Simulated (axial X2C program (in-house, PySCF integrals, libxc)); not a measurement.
# Low determinants of OH⁻ at the PBE0 level, spin-free

Calculated with an in-house all-electron X2C program for linear molecules (integrals from PySCF). Spin-free means the one-electron spin-free X2C Hamiltonian. Basis: O dyall-av3z [7s6p3d2f], H dyall-av3z [7s3p2d] (cores contracted in-house); Gaussian nuclei, density fitting, unrestricted open shells. Masses: O 15.995 u, H 1.008 u.

Search at 0.950 Å (vertical energies from the lowest determinant):

```
ΔE (eV)           state  electrons beyond evenly filled partner blocks  electrons in σ, π, δ, φ
   0.00  M_S = 0, Λ = 0                                   closed shell                  6 4 0 0
   2.18  M_S = 1, Λ = 1                              σα, π+α, π+β, π-α                  7 3 0 0
   2.21  M_S = 0, Λ = 1                              σα, π+α, π+β, π-β                  7 3 0 0
   4.25  M_S = 1, Λ = 0                              π+α, π+β, 2 × π-α                  6 4 0 0
   4.25  M_S = 1, Λ = 2                              2 × π+α, π+β, π-α                  6 4 0 0
   4.31  M_S = 0, Λ = 2                              2 × π+α, π+β, π-β                  6 4 0 0
   9.19  M_S = 1, Λ = 0                                       π+α, π-α                  8 2 0 0
```

Lowest determinant, M_S = 0, Λ = 0 (closed shell): Re = 0.962 Å, ωe = 3816.9 cm⁻¹.

The determinant in row 2 of the search, M_S = 1, Λ = 1 (beyond evenly filled blocks: σα, π+α, π+β, π-α), was followed along the bond at PBE0; measured from the minimum of the lowest determinant it gives:

Te = 2.163 eV (17448 cm⁻¹), Re = 0.981 Å, ωe = 3545.5 cm⁻¹.

(1) Compare the bond of the determinant in row 2 with that of the lowest one.

The search compares states at one distance, so a state with another bond length can lie lower; it is not exhaustive and yields mostly the lowest determinant of each block pattern, so other components and higher states of one pattern are missing. These are energies of single determinants, not of spin-adapted states; PBE0 term energies can be off by some tenths of an eV, and the functional has no current term. For an anion, determinants above electron detachment are held by the basis set. The highest occupied level of some functionals is positive through self-interaction error; at Hartree–Fock it is bound. Row 1 has a positive highest level at its minimum. Row 2 has a positive highest level at its minimum.

## Answers

(1) At PBE0 its Re is 0.019 Å longer and its force constant, which goes as ωe², is 0.86 times that of the lowest determinant. T0 ≈ Te + Δωe/2 = 17448 + (-136) = 17312 cm⁻¹.
